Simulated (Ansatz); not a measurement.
One change: `C[Si]N` becomes `N[Si]S`.

Ansatz, PBE0-D4/def2-TZVP geometries, multiplicity 1. Each molecule was computed in one conformer, which needn't be the lowest.

```tsv
property	`C[Si]N`
vertical ionisation energy (CCSD(T)/CBS(def2)) / eV	8.46
size of the dipole moment (ωB97M-V/def2-TZVPP) / D	1.85
HOMO–LUMO gap (B3LYP/def2-TZVPP) / eV	4.60
zero-point energy (PBE0-D4/def2-TZVP) / kJ/mol	163.5
LUMO energy (PBE/def2-TZVPP) / eV	-1.90
LUMO energy (B3LYP/def2-TZVPP) / eV	-1.26
```

**Question.** Give the same properties after the change, and the shifts. (Best estimate.)

**Answer.** The calculation gave: 
| property | `N[Si]S` | shift |
| --- | --- | --- |
| vertical ionisation energy (CCSD(T)/CBS(def2)) / eV | 9.01 | 0.55 |
| size of the dipole moment (ωB97M-V/def2-TZVPP) / D | 1.52 | -0.33 |
| HOMO–LUMO gap (B3LYP/def2-TZVPP) / eV | 5.06 | 0.46 |
| zero-point energy (PBE0-D4/def2-TZVP) / kJ/mol | 95.5 | -68.0 |
| LUMO energy (PBE/def2-TZVPP) / eV | -2.02 | -0.12 |
| LUMO energy (B3LYP/def2-TZVPP) / eV | -1.41 | -0.15 |

With PBE0 the HOMO falls by 0.62 eV and the LUMO falls by 0.18 eV, so the gap widens by about 0.44 eV. PBE moves the HOMO by -0.63 eV and ωB97M-V by -0.57 eV. The zero-point energy changes by -68.0 kJ/mol with -6 modes. Dipoles are sizes alone; their direction can turn.

B3LYP here is the variant with VWN-RPA as its local correlation; programs differ in this.
